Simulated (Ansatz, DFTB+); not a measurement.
## Strength of the C–S bond: C3H4S → C3H3 + HS

Species: C3H4S (2-propyne-1-thiol) `C#CCS`, singlet; C3H3 `[CH]=C=C`, doublet; HS, doublet. 

Shapes, held fixed at every level: PBE0-D4/def2-TZVP. Flexible molecules stand in one conformer, not always the lowest. Programs: Ansatz 0.2.0, DFTB+ 25.1. The zero-point and thermal change to 298 K, harmonic and unscaled (PBE0-D4/def2-TZVP), is -17.1 kJ/mol.

```tsv
level	kind	ΔH(298 K) (kJ/mol)	CPU time (sum over the molecules)
DFTB1	semi-empirical	+361.4	0.11 s
HF/def2-SVP	Hartree–Fock	+109.6	–
HF/def2-TZVPP	Hartree–Fock	+114.9	–
PBE-D4/def2-TZVPP	GGA	+247.9	13 s
PBE0-D4/def2-TZVPP	global hybrid	+244.0	13 s
r2SCAN0-D4/def2-TZVPP	global hybrid	+220.0	24 s
wB97M-V/def2-TZVPP	range-separated hybrid	+256.1	47 s
B2PLYP/def2-TZVPP	double hybrid	+238.1	23 s
```

B2PLYP/def2-TZVPP gives ΔH(298 K) = +238.1 kJ/mol; the levels span +109.6 to +361.4. DFTB1 strays far from the other rows. The median of the levels is +241.1. Hartree–Fock misses the correlation of the pair that is broken and comes out low. No measured value is set beside it here. Spin contamination: C3H3 (⟨S²⟩ up to 0.96). Open shells run unrestricted unless RO is named. Times are processor times on shared x86 and Arm servers, and rough.
